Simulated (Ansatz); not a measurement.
Basis-set extrapolation for CH₃Cl (`CCl`) (PBE0-D4/def2-TZVP geometry, frozen core, the Gaussian-basis code of Ansatz). Multiplicity 1, RHF reference.

```
                      def2-TZVPP   def2-QZVPP
                 HF  -499.140954  -499.155967
    MP2 correlation    -0.373059    -0.404407
CCSD(T) correlation    -0.419598    -0.449812
```

Energies in hartree. Use E(X) = E(∞) + A·exp(−7.88·√X) for Hartree–Fock and E(X) = E(∞) + B·X^(−2.97) for correlation, with X = 3 and 4.

What is the CCSD(T) energy at the basis-set limit?

HF limit: -499.155967 + (-0.015013) × 0.13774 = -499.15803. Correlation limit: -0.449812 + (-0.030214) × 0.74074 = -0.47219. Total: -499.63022 hartree, 182.9 kJ/mol below CCSD(T)/def2-TZVPP.
